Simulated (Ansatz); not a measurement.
A geometry optimisation of H3NSi2 with B3LYP-D3(BJ)/def2-SVP

The starting geometry of this gas-phase singlet was optimised with GFN2-xTB.

```xyz
6

N    -0.1963    0.5291   -0.8364
Si    0.1928   -1.0549   -1.4065
Si   -1.1928   -0.2446    0.3445
H     1.1387   -0.7620   -2.5603
H    -1.7642    0.9382    1.1108
H     0.0455    1.4793   -1.0818
```

Problem. Where would you expect an optimisation with B3LYP-D3(BJ)/def2-SVP to take it?

Solution. A bond breaks, giving a structure given below by its coordinates. Contacts that open: Si2–Si3 (2.38 → 3.08 Å).

The energy falls by 1.11 eV over 8 steps:

| step | E − E(last) (eV) |
| --- | --- |
| 1 | 1.110 |
| 2 | 0.479 |
| 3 | 0.107 |
| 4 | 0.031 |
| 5 | 0.000 |
| 6 | 0.000 |
| 7 | 0.000 |
| 8 | 0.000 |

Final geometry (Å):

```xyz
6

N    -0.3009    0.1286   -0.7334
Si    0.3924   -1.2070   -1.6569
Si   -1.4046   -0.1553    0.6152
H     1.2019   -0.3068   -2.6108
H    -1.6074    1.3374    0.9413
H    -0.0576    1.0881   -0.9851
```

Frequencies at the end are all real (lowest 196 cm⁻¹). Run with Ansatz 0.2.0, 26 s on 1 thread of AMD EPYC (Zen 3), on a shared host.
